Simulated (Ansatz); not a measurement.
Molecule: C₃H₆Cl, charge 0, multiplicity 2. SMILES: [CH](CC)Cl

Atoms: C1, C2, C3, H4, H5, H6, Cl7, H8, H9, H10. Bonds: C1-C2, C1-C3, C1-H4, C1-H5, C2-H6, C2-H8, C2-H9, C3-Cl7, C3-H10.

Bond lengths (Å) and angles (degrees) optimised at HF/6-31G* with Ansatz (a program for electronic structure); PBE/6-31G* with Ansatz; B3LYP/6-31G* with Ansatz, each started from the B3LYP-D3(BJ)/def2-TZVP structure (Ansatz) of the last column. A row stands for all coordinates that are equal there; 11 of 22 kinds are shown. 6-31G* holds six Cartesian d functions. No wavenumbers were computed at PBE/6-31G*, so these may be saddle points.

| coordinate | HF/6-31G* | PBE/6-31G* | B3LYP/6-31G* | B3LYP-D3(BJ)/def2-TZVP |
|---|---|---|---|---|
| C1-C2 | 1.530 | 1.537 | 1.535 | 1.529 |
| C1-C3 | 1.497 | 1.490 | 1.490 | 1.483 |
| C1-H4 | 1.086 | 1.108 | 1.099 | 1.095 |
| C1-H5 | 1.090 | 1.114 | 1.105 | 1.100 |
| C2-H6 | 1.085 | 1.103 | 1.095 | 1.091 |
| C2-H8 | 1.086 | 1.104 | 1.096 | 1.092 |
| C3-Cl7 | 1.734 | 1.734 | 1.737 | 1.717 |
| C3-H10 | 1.073 | 1.093 | 1.085 | 1.080 |
| C2-C1-C3 | 111.6 | 111.7 | 111.9 | 112.0 |
| C1-C3-Cl7 | 118.4 | 119.7 | 119.5 | 119.7 |
| C2-C1-H4 | 110.2 | 110.3 | 110.2 | 110.3 |

Mean signed difference of all 9 bond lengths from B3LYP-D3(BJ)/def2-TZVP: HF/6-31G* -0.001 Å, PBE/6-31G* 0.012 Å, B3LYP/6-31G* 0.007 Å.
